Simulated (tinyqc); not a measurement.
Worked calculation: RHF in the sto-6g basis, for CH3-, spin multiplicity 1. The basis has no diffuse functions, so it cannot describe the extra electron: this is an exercise in the method, not the real anion. One step of it, computed by the program tinyqc.

Problem. Iteration 2: diagonalisation and new density. Diagonalise F' = X^T F X, C = X C', fill 5 alpha and 5 beta electrons from the bottom; D = 2 C_occ C_occ^T. Each column has its largest component positive (the first on a tie).

extrapolated F (hartree), lower triangle:
```
             1C 1s      1C 2s     1C 2px     1C 2py    1C 2pz      2H 1s      3H 1s      4H 1s
1C 1s   -10.584368
1C 2s    -2.730804  -0.895819
1C 2px   -0.000002  -0.000102   0.369777
1C 2py    0.000000   0.000000   0.000000   0.370028
1C 2pz    0.000471   0.000039   0.000001   0.000000  0.205812
2H 1s    -0.460143  -0.386628  -0.214404   0.000000  0.001063  -0.003167
3H 1s    -0.459674  -0.386354   0.107203  -0.185599  0.001062  -0.077112  -0.002895
4H 1s    -0.459674  -0.386354   0.107203   0.185599  0.001062  -0.077112  -0.077090  -0.002895
```

X, lower triangle:
```
            1C 1s      1C 2s     1C 2px     1C 2py    1C 2pz      2H 1s      3H 1s     4H 1s
1C 1s    1.025911
1C 2s   -0.148608   1.237043
1C 2px  -0.000004   0.000066   1.114068
1C 2py   0.000000   0.000000   0.000000   1.113906
1C 2pz   0.000034  -0.000332   0.000000   0.000000  1.000001
2H 1s    0.020020  -0.233809  -0.249716   0.000000  0.000364   1.146943
3H 1s    0.020013  -0.233606   0.124827  -0.216069  0.000364  -0.018811   1.146746
4H 1s    0.020013  -0.233606   0.124827   0.216069  0.000364  -0.018811  -0.018787  1.146746
```

Give: F' = X^T F X; orbital energies; coefficients C; D after iteration 2.

Solution.

F' = X^T F X (hartree), lower triangle:
```
          1        2        3        4       5        6        7       8
1  -10.3770
2   -1.4796  -0.0519
3    0.0000   0.0000   0.6448
4    0.0000   0.0000   0.0000   0.6447
5    0.0006  -0.0012   0.0000   0.0000  0.2058
6   -0.0439  -0.3427  -0.4229   0.0000  0.0014   0.3028
7   -0.0438  -0.3425   0.2114  -0.3660  0.0014  -0.0196   0.3027
8   -0.0438  -0.3425   0.2114   0.3660  0.0014  -0.0196  -0.0196  0.3027
```

orbital energies (hartree): MO1 -10.5872, MO2 -0.3687, MO3 -0.0588, MO4 -0.0587, MO5 0.2058, MO6 0.7905, MO7 1.0257, MO8 1.0261

coefficients C:
```
            MO1      MO2      MO3      MO4      MO5      MO6      MO7      MO8
1C 1s    0.9954  -0.2015   0.0000   0.0000  -0.0011  -0.2104   0.0000  -0.0001
1C 2s    0.0200   0.6491  -0.0002   0.0000   0.0054   1.1377   0.0000   0.0006
1C 2px   0.0000   0.0001   0.4141   0.0000   0.0000  -0.0003   0.0000   1.0785
1C 2py   0.0000   0.0000   0.0000   0.4141   0.0000   0.0000   1.0783   0.0000
1C 2pz   0.0000  -0.0010   0.0000   0.0000   1.0000  -0.0051   0.0000   0.0000
2H 1s   -0.0035   0.2579   0.6184   0.0000  -0.0021  -0.6314   0.0000  -0.7656
3H 1s   -0.0035   0.2576  -0.3094   0.5357  -0.0021  -0.6315  -0.6625   0.3824
4H 1s   -0.0035   0.2576  -0.3094  -0.5357  -0.0021  -0.6315   0.6625   0.3824
```

D after iteration 2, lower triangle:
```
          1C 1s   1C 2s   1C 2px   1C 2py   1C 2pz    2H 1s    3H 1s   4H 1s
1C 1s    2.0630
1C 2s   -0.2218  0.8435
1C 2px   0.0000  0.0000   0.3430
1C 2py   0.0000  0.0000   0.0000   0.3430
1C 2pz  -0.0019  0.0096   0.0000   0.0000   2.0000
2H 1s   -0.1109  0.3344   0.5122   0.0000  -0.0047   0.8977
3H 1s   -0.1108  0.3343  -0.2562   0.4437  -0.0047  -0.2498   0.8981
4H 1s   -0.1108  0.3343  -0.2562  -0.4437  -0.0047  -0.2498  -0.2498  0.8981
```
